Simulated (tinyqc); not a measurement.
The basis set: RHF and MP2 along a ladder of basis sets, for BH2+, spin multiplicity 1. Computed by the program tinyqc with PySCF. Command: `OMP_NUM_THREADS=1 python tinyqc.py 113294 113295 out.jsonl`; one thread of a shared host (Intel(R) Xeon(R) Processor @ 2.60GHz), about 2 s.

Geometry (angstrom):

| atom | x | y | z |
|---|---|---|---|
| B | 0.0000 | 0.0000 | 0.0000 |
| H | 0.0000 | 1.0220 | 0.4530 |
| H | 0.0000 | -1.0220 | 0.4530 |

Same geometry throughout; the dipole is taken about the origin.

RHF and frozen-core MP2 in a ladder of bases:

| basis | functions | E(RHF) (hartree) | E(MP2 corr) (hartree) | HOMO (eV) | LUMO (eV) | dipole (debye) |
|---|---|---|---|---|---|---|
| sto-3g | 7 | -25.136157 | -0.026155 | -24.5464 | -6.6527 | 0.5869 |
| 3-21g | 13 | -25.284465 | -0.035516 | -24.3656 | -7.8240 | 0.5045 |
| 6-31g | 13 | -25.426799 | -0.035070 | -24.2843 | -7.6311 | 0.4174 |
| 6-31g** | 24 | -25.438939 | -0.058589 | -24.2601 | -7.6088 | 0.4297 |
| cc-pvdz | 24 | -25.435942 | -0.055364 | -24.2331 | -7.7158 | 0.4177 |
| aug-cc-pvdz | 41 | -25.436954 | -0.057106 | -24.2307 | -7.7213 | 0.4092 |
| cc-pvtz | 58 | -25.444903 | -0.069634 | -24.2699 | -7.7071 | 0.4156 |

From cc-pVDZ to cc-pVTZ the RHF energy falls by 9.0 mhartree and the correlation energy by 14.3. If valence correlation converges as X^-3, (27 E(T) - 8 E(D))/19 gives -0.0756 hartree, a rough estimate from such small X that usually falls short; STO-3G holds about 35 % of it. Beyond STO-3G the LUMO moves by 0.2 eV and the HOMO by 0.1 eV.
